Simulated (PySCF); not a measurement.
# Dipole moment and polarisability of `ClC1CC1`

C₃H₅Cl.
Cartesian coordinates in Å at the GFN2-xTB level; atoms count from 1:
```
atom  x, y, z in Å
Cl1   -1.585   -1.343   -0.907
C2    -0.510   -0.576    0.253
C3    -0.183    0.872    0.083
C4     0.858   -0.174   -0.192
H5    -0.659   -0.983    1.242
H6    -0.096    1.477    0.972
H7    -0.612    1.389   -0.761
H8     1.674   -0.298    0.505
H9     1.127   -0.358   -1.220
```

Level: CAM-B3LYP/def2-SVPD (PySCF), static field, nuclei fixed, core orbitals frozen in the response. The polarisability tensor in these axes (au):

```
x   51.00  4.79  3.39
y    4.79 49.12  3.60
z    3.39  3.60 44.46
```

Q: What are the eigenvalues, a third of the trace, and Δα (Δα² = ½Σ(αi − αj)² over the three pairs)?

A: Principal values 42.40, 45.30 and 56.88 au; mean 48.19 au = 7.14 Å³ = 7.95 × 10⁻⁴⁰ C²·m²/J; Δα = 13.27 au (28 % of the mean).

Q: What is the dipole moment, and where does it point?

A: (1.35, 1.05, 1.12) D, 2.05 D in size, pointing from the negative to the positive side. Measured along this direction, the outermost atoms are Cl1 at the negative end and H6 and H8 at the positive end.

Q: Find the Langevin capture rate constant for H3+ (3.023 u) meeting this molecule (76.008 u), k = 2.342 × 10⁻⁹ cm³/s × √(α in Å³ / reduced mass in u).

A: The reduced mass is 2.91 u, so k = 3.67 × 10⁻⁹ cm³/s. The formula leaves out the permanent dipole, which adds to the capture rate.

Q: Give the eigenvalues of the traceless quadrupole moment Θ = ½Σq(3rr − r²1), origin at the centre of nuclear charge.

A: -1.84, -0.62, 2.46 D·Å. The values depend on the origin, since the dipole doesn't vanish. The electronic extent ⟨r²⟩ about the same centre is 375 bohr², a root-mean-square distance of 1.62 Å for the 40 electrons.

Q: Refractivity n − 1 of an ideal gas of it at 350 K and 1 atm, from the electronic α?

A: N = p/kT = 2.0968 × 10¹⁹ cm⁻³, so n − 1 = 2π × N × 7.14 × 10⁻²⁴ cm³ = 941 × 10⁻⁶ at long wavelengths.

Isolated species at its GFN2-xTB geometry, gas phase.

The run behind these numbers computed excited states as well. Hardware: x86-64 server, one thread, shared host. Cost: 12 s.
